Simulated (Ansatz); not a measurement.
# [H···H···SiH3], doublet: transfer scan

Starting geometry:

```yaml
atoms:
  - { symbol: H, position_ang: [-2.7234, 0.0000, 0.0000] }
  - { symbol: H, position_ang: [-1.9784, 0.0000, 0.0000] }
  - { symbol: Si, position_ang: [0.1086, 0.0000, 0.0000] }
  - { symbol: H, position_ang: [0.5586, -1.4163, 0.0000] }
  - { symbol: H, position_ang: [0.5586, 0.7081, -1.2265] }
  - { symbol: H, position_ang: [0.5586, 0.7081, 1.2265] }
```

From there H2 is moved from one fragment to the other while all else, the fragments' distance too, stays fixed; atoms are numbered as listed. Energies are in kcal/mol, counted from the starting geometry at the same level. Kohn–Sham curves are unrestricted where that lies lower.

Basis 6-31G; Ansatz 0.2.0. Only valence electrons are correlated (noble-gas cores frozen).

Full CI is exact within this basis and frozen core; it isn't the basis-set limit.

```csv
distance H1-H2 (Å),wB97M-V
0.693,1.3
0.745,0.0
0.837,1.9
0.930,6.1
1.022,9.9
1.115,12.3
1.207,13.1
1.300,13.6
1.392,15.5
```

Task: Estimate the full CI curve in 6-31G from this one, knowing how wB97M-V errs.

Result: The computed full CI values, in kcal/mol from the starting point, and the error of wB97M-V against them:
| distance H1-H2 (Å) | full CI | wB97M-V less full CI |
| --- | --- | --- |
| 0.693 | 0.9 | 0.5 |
| 0.745 | 0.0 | 0.0 |
| 0.837 | 2.7 | -0.8 |
| 0.930 | 7.6 | -1.5 |
| 1.022 | 11.8 | -1.8 |
| 1.115 | 14.0 | -1.7 |
| 1.207 | 14.3 | -1.2 |
| 1.300 | 14.2 | -0.6 |
| 1.392 | 15.7 | -0.3 |

The error spans 2.3 kcal/mol and is largest, -1.8 kcal/mol, at 1.022 Å.

In so small a basis the reference is far from its limit while semilocal and hybrid functionals are nearer theirs, so the functionals' errors here hold much of the reference's basis and frozen-core error, which can add to them or hide them.
